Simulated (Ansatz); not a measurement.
# C2H2O3: the cost of one run

Method: RKS PBE0-D4/6-31G*, in Ansatz 0.2.0.

### 1 The structure to begin with

Bond lengths: O1–C2 1.240 Å, C2–C3 1.325 Å, C3–O4 1.266 Å, C3–O5 1.386 Å, O4–H6 0.996 Å, O5–H7 0.996 Å. Angles: O1–C2–C3 176.6°, C2–C3–O4 120.5°, C2–C3–O5 119.0°, O4–C3–O5 120.4°, C3–O4–H6 108.2°, C3–O5–H7 109.2°.

Coordinates:

```xyz
7

O     1.0641   -1.8625    1.1583
C     0.4184   -0.9473    0.6268
C    -0.2125    0.0389    0.0073
O    -1.4224    0.2978    0.2758
O     0.4882    0.8234   -0.8949
H    -1.7083    1.0684   -0.2861
H     1.4338    0.5132   -0.9329
```

### 2 End point A

input.yaml

```yaml
crystal:
  periodic: [false, false, false]
  atoms:
    - { symbol: O, position_ang: [1.0641, -1.8625, 1.1583] }
    - { symbol: C, position_ang: [0.4184, -0.9473, 0.6268] }
    - { symbol: C, position_ang: [-0.2125, 0.0389, 0.0073] }
    - { symbol: O, position_ang: [-1.4224, 0.2978, 0.2758] }
    - { symbol: O, position_ang: [0.4882, 0.8234, -0.8949] }
    - { symbol: H, position_ang: [-1.7083, 1.0684, -0.2861] }
    - { symbol: H, position_ang: [1.4338, 0.5132, -0.9329] }
basis:
  gaussian: { orbitals: "6-31G*" }
hamiltonian:
  xc: pbe0
  dispersion: d4
relax:
  f_tol: 0.02
  max_steps: 50
output:
  orbitals: {}
```

The run is started by

```
$ ansatz run input.yaml --threads 1 --pin off --max-ram 2048MiB --backend cpu --events-out ev --progress --plain --runs-dir out
```

**Question.** How long does this run take on 1 thread of Arm Neoverse V1, shared host, and how much memory does it need?

About 55 s, with a peak of 0.14 GiB.
